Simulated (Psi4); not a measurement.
Psi4 input (wB97X-D/6-311+G**):

```
memory 1500 MB

molecule {
0 2
C     0.05642585    0.73130304   -0.13077437
C     1.52312736    0.67639230    0.04806753
Cl   -0.86834479   -0.70435064    0.04930713
H    -0.46096356    1.53945918   -0.62387398
H     1.93775869    1.68571894    0.03825061
H     1.79264150    0.19872643    0.99385005
H     2.01510562    0.10388438   -0.75020696
symmetry c1
no_reorient
no_com
}

set {
  basis 6-311+G**
  reference uks
  scf_type pk
  dft_radial_points 99
  dft_spherical_points 590
  e_convergence 1e-8
  d_convergence 1e-7
  maxiter 150
}

e = energy('wb97x-d')
print_out(f'\nFINAL {e:.10f} DIPOLE {variable("CURRENT DIPOLE")[0]:.6f} {variable("CURRENT DIPOLE")[1]:.6f} {variable("CURRENT DIPOLE")[2]:.6f}\n')
```

From the last part of the output:

```
              A
    DOCC [    16 ]
    SOCC [     1 ]
    NA   [    17 ]
    NB   [    16 ]

  @UKS Final Energy:  -538.76589728410886

   => Energetics <=

    Nuclear Repulsion Energy =             95.0039305191442480
    One-Electron Energy =                -928.6456493901827116
    Two-Electron Energy =                 323.8948350676005816
    DFT Exchange-Correlation Energy =     -29.0175555140184471
    Empirical Dispersion Energy =          -0.0014579666525543
    VV10 Nonlocal Energy =                  0.0000000000000000
    Total Energy =                       -538.7658972841088598

  UHF NO Occupations:
  HONO-2 :   15  A 1.9993983
  HONO-1 :   16  A 1.9988077
  HONO-0 :   17  A 1.0000000
  LUNO+0 :   18  A 0.0011923
  LUNO+1 :   19  A 0.0006017
  LUNO+2 :   20  A 0.0003587
  LUNO+3 :   21  A 0.0002756

Computation Completed

Properties will be evaluated at   0.000000,   0.000000,   0.000000 [a0]

Properties computed using the SCF density matrix

 Multipole Moments:

 ------------------------------------------------------------------------------------
     Multipole            Electronic (a.u.)      Nuclear  (a.u.)        Total (a.u.)
 ------------------------------------------------------------------------------------

 L = 1.  Multiply by 2.5417464519 to convert [e a0] to [Debye]
 Dipole X            :          0.4676129            0.0000002            0.4676131
 Dipole Y            :          0.4233089            0.0000002            0.4233090
 Dipole Z            :         -0.1313766           -0.0000002           -0.1313768
 Magnitude           :                                                    0.6442921

 ------------------------------------------------------------------------------------

FINAL -538.7658972841 DIPOLE 0.467613 0.423309 -0.131377

*** Psi4 exiting successfully. Buy a developer a beer!
```
